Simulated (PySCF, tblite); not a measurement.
# C4H10NP: geometry, infrared bands and NMR shifts

Wanted: the infrared bands and NMR shifts of C4H10NP (`[H]/P=C(\C)N(C)C`), by calculation.

Computed with tblite 0.8.0 and PySCF 2.14.0, with density-fitted response routines of our own, on a single molecule in the gas phase. Atoms are numbered from 0 throughout.

### 1 The starting structure

16 atoms, charge 0, multiplicity 1; geometry from: force field or distance geometry start.

Bonds of the start (Å): C0–C1 1.49, C1–P2 1.69, C1–N3 1.42, N3–C4 1.43, N3–C5 1.44, C0–H6 1.12, C0–H7 1.11, C0–H8 1.09, P2–H9 1.44, C4–H10 1.12, C4–H11 1.11, C4–H12 1.11, C5–H13 1.12, C5–H14 1.10, C5–H15 1.11.

### 2 Optimising the geometry with GFN2-xTB

What the job is given:

```
{"job": {"kind": "relax", "xc": "GFN2-xTB", "basis": "xTB"}, "charge": 0, "multiplicity": 1}
C      1.751900     0.693100    -0.763400
C      0.727800    -0.014100     0.057800
P      1.152500    -1.014600     1.346200
N     -0.658500     0.141700    -0.227000
C     -1.343900     0.815400     0.836400
C     -1.287900    -1.039300    -0.746600
H      2.122000     1.587000    -0.195700
H      2.594400    -0.024200    -0.897700
H      1.322800     0.991000    -1.721100
H      2.543100    -1.195900     1.673000
H     -1.456800     1.878600     0.503800
H     -2.349100     0.421500     1.075100
H     -0.759500     0.795700     1.778300
H     -2.158900    -1.380100    -0.129100
H     -0.552700    -1.858200    -0.841700
H     -1.654800    -0.788700    -1.759700
```

The run is started by

```sh
$ OMP_NUM_THREADS=1 python probes_run.py task.json out
```

This one command runs all jobs of the session in turn.

**Question.** This job is followed by: GFN2-xTB harmonic vibrations, gas phase; GIAO PBE0/pcSseg-1 NMR shielding, non-relativistic, gas phase. Predict these results of the whole session: strongest single infrared mode (GFN2-xTB); zero-point energy (GFN2-xTB); ¹³C shifts against TMS (PBE0/pcSseg-1, means over atoms taken as alike); ¹H shifts against TMS (PBE0/pcSseg-1, means over atoms taken as alike); ³¹P shifts against H3PO4 (PBE0/pcSseg-1); ¹⁵N shifts against NH3 (PBE0/pcSseg-1).

As calculated:

| quantity | value |
| --- | --- |
| strongest single infrared mode (GFN2-xTB) | 2284 cm⁻¹, 176 km/mol |
| zero-point energy (GFN2-xTB) | 83.4 kcal/mol |
| ¹³C shifts against TMS (PBE0/pcSseg-1, means over atoms taken as alike) | 208.7, 44.0, 33.2 ppm |
| ¹H shifts against TMS (PBE0/pcSseg-1, means over atoms taken as alike) | 3.88, 3.10, 2.62 ppm |
| ³¹P shifts against H3PO4 (PBE0/pcSseg-1) | 31.6 ppm |
| ¹⁵N shifts against NH3 (PBE0/pcSseg-1) | 122.2 ppm |

What this shows: The optimisation took 246 steps and gained 1.268 eV; among the close pairs (by a distance rule), C1–N3 changed most, from 1.424 to 1.362 Å. No mode is imaginary among the 42: a minimum at this level. The strongest single mode, at 2284 cm⁻¹, moves mainly H9. GFN2-xTB is a fitted tight-binding method: band positions and strengths are rough. Its intensities can rank the bands wrongly.
